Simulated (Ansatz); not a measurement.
# FH6NSi: the cost of one run

Method: RKS PBE/def2-SVP, in Ansatz 0.2.0.

### Step 1. The structure to begin with

Bond lengths: Si1–F2 2.002 Å, Si1–H3 1.450 Å, Si1–H4 1.466 Å, Si1–N5 1.700 Å, N5–H8 1.004 Å, N5–H9 1.004 Å. Angles: F2–Si1–H3 84.2°, F2–Si1–H4 156.7°, F2–Si1–N5 86.0°, H3–Si1–H4 108.7°, H3–Si1–N5 124.1°, H4–Si1–N5 101.3°, Si1–N5–H8 121.6°, Si1–N5–H9 122.4°, H8–N5–H9 113.0°.

As a file:

```xyz
9

Si    0.4478   -0.0648    0.4004
F     0.1403   -0.9180   -1.3843
H     1.0637   -1.3338    0.7378
H     0.9220    0.9535    1.3429
N    -1.2290    0.2161    0.4236
H     0.8708    0.0322   -1.5417
H     1.3278    0.7424   -1.0458
H    -1.8672   -0.3684   -0.0861
H    -1.6762    0.7408    1.1532
```

### Step 2. A restrained relaxation towards end A

Springs on the bonds that form and break draw the guess towards this end; the thresholds are loose.

File input.yaml:

```yaml
crystal:
  periodic: [false, false, false]
  atoms:
    - { symbol: Si, position_ang: [0.4478, -0.0648, 0.4004] }
    - { symbol: F, position_ang: [0.1403, -0.918, -1.3843] }
    - { symbol: H, position_ang: [1.0637, -1.3338, 0.7378] }
    - { symbol: H, position_ang: [0.922, 0.9535, 1.3429] }
    - { symbol: "N", position_ang: [-1.229, 0.2161, 0.4236] }
    - { symbol: H, position_ang: [0.8708, 0.0322, -1.5417] }
    - { symbol: H, position_ang: [1.3278, 0.7424, -1.0458] }
    - { symbol: H, position_ang: [-1.8672, -0.3684, -0.0861] }
    - { symbol: H, position_ang: [-1.6762, 0.7408, 1.1532] }
basis:
  gaussian: { orbitals: def2-SVP }
hamiltonian:
  xc: pbe
relax:
  f_tol: 0.15
  max_steps: 25
  restrain:
    - { distance: [0, 6], at: 2.72, k: 30.0 }
    - { distance: [5, 1], at: 2.18, k: 30.0 }
    - { distance: [0, 1], at: 1.68, k: 30.0 }
    - { distance: [5, 6], at: 0.62, k: 30.0 }
```

Run with:

```console
ansatz run input.yaml --threads 2 --pin off --max-ram 3072MiB --backend cpu --events-out ev --progress --plain --runs-dir out
```

**Question.** How long does this run take on 2 threads of Arm Neoverse V1, shared host, and how much memory does it need?

About 21 s, with a peak of 0.14 GiB.
